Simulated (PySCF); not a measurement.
One of the candidates below gave these computed data.

All candidates are C4H8N2.

- Triplet: lowest triplet excitation (Tamm–Dancoff): 3.56 eV [TDA wB97X-D/def2-SVPD]
- UV, strongest line: among the 8 lowest singlet transitions: S3 at 6.65 eV (186 nm, f = 0.546) [TDDFT wB97X-D/def2-SVPD]
- Dipole: 2.80 D [wB97X-D/def2-SVPD]
- Rotational structure: rotational constants A, B, C: 8.575, 2.085, 1.712 GHz [GFN2-xTB]
- UV, first state: lowest singlet excitation: 4.23 eV (293 nm, f = 0.000) [TDDFT wB97X-D/def2-SVPD]
- Polarisability: 67.4 au [wB97X-D/def2-SVPD]

Electronic properties: PySCF, gas phase, density fitting. Levels stand in brackets. Geometry: GFN2-xTB, one conformer, isolated molecule.

**Question.** Which candidate is it?
A. `[H]/N=C(/C=C)CN`
B. `[H]/N=C(C)\C=N\C`
C. `C=C/C(C)=N\N`
D. `CN1CCC=N1`

**Answer.** B. It is `[H]/N=C(C)\C=N\C`. Numbering: `[H]/[N:6]=[C:4](\[CH:3]=[N:2]\[CH3:1])[CH3:5]`. Its formula, C4H8N2, gives 2 degrees of unsaturation: 0 rings and 2 π bonds in the structure found. By its constants the optimised geometry is an asymmetric top.

The others, at the same levels:
- `C=C/C(C)=N\N` fails: its computed lowest singlet excitation is 4.95 eV (250 nm, f = 0.387) (against 4.23 eV), lowest triplet excitation (Tamm–Dancoff) is 2.98 eV (against 3.56 eV) and static isotropic polarisability is 72.5 au (against 67.4 au).
- `CN1CCC=N1` fails: its computed lowest singlet excitation is 5.38 eV (231 nm, f = 0.157) (against 4.23 eV), static isotropic polarisability is 62.6 au (against 67.4 au) and rotational constant A is 7.556 GHz (against 8.575 GHz).
- `[H]/N=C(/C=C)CN` fails: its computed lowest singlet excitation is 4.75 eV (261 nm, f = 0.001) (against 4.23 eV), lowest triplet excitation (Tamm–Dancoff) is 3.77 eV (against 3.56 eV) and strongest line among the 8 lowest singlet transitions is S3 at 6.39 eV (194 nm, f = 0.475) (against S3 at 6.65 eV).

Each candidate is one conformer, not necessarily the lowest. Dipoles, sizes and rotational constants follow the conformer. The torsions of the flexible species, by atom-mapped SMILES:
- `[H]/[N:6]=[C:4](\[CH:3]=[N:2]\[CH3:1])[CH3:5]`: N2–C3–C4–C5 0°
- `[CH2:1]=[CH:2]/[C:3]([CH3:4])=[N:5]\[NH2:6]`: C1–C2–C3–C4 3°, H–N6–N5–C3 -22°, H–N6–N5–C3 -160°
- `[H]/[N:4]=[C:3](/[CH:2]=[CH2:1])[CH2:5][NH2:6]`: C1–C2–C3–N4 -173°, C2–C3–C5–N6 171°, H–N6–C5–C3 -69°, H–N6–C5–C3 171°

The conformers of `CN1CCC=N1` aren't listed.
